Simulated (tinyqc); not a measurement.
Worked calculation: CIS on RHF in the sto-6g basis, frozen core, for H2O, spin multiplicity 1. One step of it, computed by the program tinyqc.

Question. CIS matrix, singlets. A(ia,jb) = (e_a - e_i) d_ij d_ab + 2 (ia|jb) - (ij|ab).

orbital energies (hartree): MO1 -20.514337, MO2 -1.306964, MO3 -0.613702, MO4 -0.491407, MO5 -0.407486, MO6 0.641557, MO7 0.734654

Two-electron integrals over orbitals (pq|rs), unique and non-zero (hartree); the lowest 1 orbital is frozen and left out:
```
(22|22) 0.739131    (32|32) 0.145202    (33|22) 0.660075    (33|33) 0.648410
(42|22) 0.010738    (42|33) 0.005369    (42|42) 0.120256    (43|32) 0.014570
(43|43) 0.048275    (44|22) 0.671287    (44|33) 0.608185    (44|42) -0.103262
(44|44) 0.783985    (52|52) 0.142931    (53|53) 0.030010    (54|52) -0.050508
(54|54) 0.058754    (55|22) 0.748324    (55|33) 0.641474    (55|42) -0.071203
(55|44) 0.728928    (55|55) 0.880663    (62|22) 0.149691    (62|33) 0.085655
(62|42) 0.016373    (62|44) 0.086409    (62|55) 0.162215    (62|62) 0.106916
(63|32) -0.030356   (63|43) -0.024927   (63|63) 0.061835    (64|22) 0.088480
(64|33) 0.044553    (64|42) -0.042092   (64|44) 0.124837    (64|55) 0.115241
(64|62) 0.057722    (64|64) 0.072088    (65|52) 0.058050    (65|54) -0.002691
(65|65) 0.039043    (66|22) 0.634922    (66|33) 0.584129    (66|42) 0.056344
(66|44) 0.561294    (66|55) 0.603925    (66|62) 0.106712    (66|64) 0.042827
(66|66) 0.615750    (72|32) 0.034650    (72|43) -0.038145   (72|63) 0.036857
(72|72) 0.059834    (73|22) 0.125897    (73|33) 0.090436    (73|42) -0.083097
(73|44) 0.154837    (73|55) 0.184121    (73|62) 0.077076    (73|64) 0.081315
(73|66) 0.037202    (73|73) 0.155046    (74|32) -0.081356   (74|43) 0.004155
(74|63) 0.040390    (74|72) -0.014131   (74|74) 0.072899    (75|53) 0.023351
(75|75) 0.023131    (76|32) 0.095029    (76|43) 0.044367    (76|63) -0.054732
(76|72) -0.015071   (76|74) -0.059165   (76|76) 0.110301    (77|22) 0.626227
(77|33) 0.618001    (77|42) -0.006998   (77|44) 0.605361    (77|55) 0.619718
(77|62) 0.068829    (77|64) 0.035080    (77|66) 0.577337    (77|73) 0.078635
(77|77) 0.620070
```

Give: CIS matrix A, singlet.

Answer.

CIS matrix A, singlet (hartree), lower triangle:
```
        2>6      2>7     3>6     3>7     4>6     4>7     5>6     5>7
2>6  1.5274
2>7  0.0000   1.5351
3>6  0.0000  -0.0213  0.7948
3>7  0.0591   0.0000  0.0000  1.0404
4>6  0.0591   0.0000  0.0000  0.1183  0.7158
4>7  0.0000  -0.0213  0.0364  0.0000  0.0000  0.7665
5>6  0.0000   0.0000  0.0000  0.0000  0.0000  0.0000  0.5232
5>7  0.0000   0.0000  0.0000  0.0000  0.0000  0.0000  0.0000  0.5687
```
